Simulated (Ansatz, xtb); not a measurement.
**Ligand exchange: SiH3Cl + BH(CH3)(SiH3) → SiH3(SiH3) + BH(CH3)Cl**

Species: SiH3Cl `[SiH3]Cl`, singlet; BH(CH3)(SiH3), singlet; SiH3(SiH3) (disilane), singlet; BH(CH3)Cl, singlet. The partners trade Cl for SiH3: Si–Cl and B–SiH3 bonds give way to Si–SiH3 and B–Cl.

Shapes, held fixed at every level: PBE0-D4/def2-TZVP. Programs: Ansatz 0.2.0, xtb 6.7.1. The zero-point and thermal change to 298 K, harmonic and unscaled (PBE0-D4/def2-TZVP), is +0.5 kJ/mol.

| level | kind | ΔH(298 K) (kJ/mol) | less CCSD(T)/CBS estimate |
| --- | --- | --- | --- |
| GFN1-xTB | semi-empirical | +118.1 | +150.8 |
| HF/def2-TZVPP | Hartree–Fock | -23.7 | +9.0 |
| PBE-D4/def2-TZVPP | GGA | -43.3 | -10.6 |
| B2PLYP/def2-TZVPP | double hybrid | -34.4 | -1.7 |
| CCSD(T)/def2-SVP | coupled cluster or CI | -52.1 | -19.4 |
| CCSD/def2-SVP | coupled cluster or CI | -49.4 | -16.7 |
| CCSD(T)/def2-TZVPP | coupled cluster or CI | -36.4 | -3.7 |
| CCSD/def2-TZVPP | coupled cluster or CI | -33.8 | -1.1 |
| CCSD(T)/CBS estimate | coupled cluster or CI | -32.7 | 0.0 |

The highest level, CCSD(T)/CBS estimate, gives ΔH(298 K) = -32.7 kJ/mol; the levels span -52.1 to +118.1. They disagree on the sign: 1 of 9 are positive. GFN1-xTB strays far from the other rows. The column of differences is taken from that level and isn't an error. No measured value is set beside it here. The CBS estimate extrapolates MP2 from def2-TZVPP and def2-QZVPP and adds CCSD(T) − MP2 in the triple-zeta set, cores frozen.
